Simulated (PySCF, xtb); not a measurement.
fluorine (F2), SMILES FF.

xtb 6.7.1 with GFN2-xTB at its own geometry gives an orbital gap of 4.60 eV and a dipole moment of 0.00 D.

Coordinates come from a r2SCAN-D4/def2-TZVPD optimisation.

**Question.** What does CAM-B3LYP/def2-TZVPD in PySCF give? (The exact figures need the calculation; the answer reports its results.)

**Answer.** gap 10.82 eV (levels -13.44 and -2.61 eV), dipole 0.00 D.
